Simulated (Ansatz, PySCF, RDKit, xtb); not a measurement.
Dimer: CH5N (SMILES CN) (first 7 atoms) with CH5N (SMILES CN); geometry from S66by8 set.
(charge 0, multiplicity 1):
| atom | x (Å) | y (Å) | z (Å) |
|---|---|---|---|
| N | -1.5612 | 0.2363 | -0.6432 |
| H | -0.7326 | -0.3486 | -0.6935 |
| H | -2.2230 | -0.1534 | -1.3014 |
| C | -2.1212 | 0.1567 | 0.7042 |
| H | -3.0153 | 0.7746 | 0.7654 |
| H | -2.3853 | -0.8505 | 1.0417 |
| H | -1.4028 | 0.5640 | 1.4133 |
| N | 1.7322 | -0.7297 | -0.4672 |
| H | 2.0285 | -0.4552 | -1.3952 |
| H | 2.3558 | -1.4774 | -0.1920 |
| C | 1.8925 | 0.4055 | 0.4465 |
| H | 1.6223 | 0.0908 | 1.4521 |
| H | 2.8999 | 0.8272 | 0.4834 |
| H | 1.1999 | 1.1912 | 0.1538 |

```json
[
 {"level": "MMFF94", "interaction energy (meV)": "-107.4", "minus published value": "55.2"},
 {"level": "GFN-FF", "interaction energy (meV)": "-157.7", "minus published value": "4.9"},
 {"level": "HF/6-31G*", "interaction energy (meV)": "-90.1", "minus published value": "72.5"},
 {"level": "HF/aug-cc-pVDZ", "interaction energy (meV)": "-70.0", "minus published value": "92.6"},
 {"level": "PBE/def2-TZVPPD", "interaction energy (meV)": "-126.8", "minus published value": "35.8"},
 {"level": "PBE-D3(BJ)/def2-TZVPPD", "interaction energy (meV)": "-175.0", "minus published value": "-12.4"},
 {"level": "PBE-D4/def2-TZVPPD", "interaction energy (meV)": "-175.0", "minus published value": "-12.4"},
 {"level": "r2SCAN-D4/def2-TZVPPD", "interaction energy (meV)": "-158.8", "minus published value": "3.8"},
 {"level": "B3LYP/6-31G* (no counterpoise)", "interaction energy (meV)": "-166.4", "minus published value": "-3.8"},
 {"level": "B3LYP/6-311+G** (no counterpoise)", "interaction energy (meV)": "-114.6", "minus published value": "48.0"},
 {"level": "B3LYP-D4/def2-TZVPPD", "interaction energy (meV)": "-162.3", "minus published value": "0.3"},
 {"level": "M06-2X/6-31G* (no counterpoise)", "interaction energy (meV)": "-215.5", "minus published value": "-52.9"},
 {"level": "CCSD/aug-cc-pVDZ", "interaction energy (meV)": "-135.9", "minus published value": "26.7"},
 {"level": "CCSD(T)/aug-cc-pVDZ", "interaction energy (meV)": "-148.1", "minus published value": "14.5"}
]
```

Published value: -162.6 meV (computed benchmark interaction energy, Řezáč et al., J. Chem. Theory Comput. 7, 2427 (2011), S66x8). The comparison column counts from a level with limits of its own.

The rows run from -215.5 (M06-2X/6-31G* (no counterpoise)) to -70.0 meV (HF/aug-cc-pVDZ). In aug-cc-pVDZ the value moves HF -70.0, CCSD -135.9, CCSD(T) -148.1, a shift of -78.1 from HF to CCSD(T). The dispersion term adds -48.2 in PBE-D3(BJ), -48.2 in PBE-D4.

Interaction energies are E(AB) − E(A) − E(B) at the monomers' geometry in the complex; basis-set methods are counterpoise corrected. Rows marked so take none.

Frozen-core correlation. Rows in 6-311+G**, 6-31G* carry no dispersion term and start afresh at each structure (6-31G* with six Cartesian d functions).

Codes used: Ansatz (Gaussian orbitals); PySCF for 6-311+G** rows, 6-31G* rows, the dispersion terms; RDKit for the force fields; xtb for the GFN methods. Values without a source in brackets are computed.

Ansatz is a quantum-chemistry and plane-wave program.
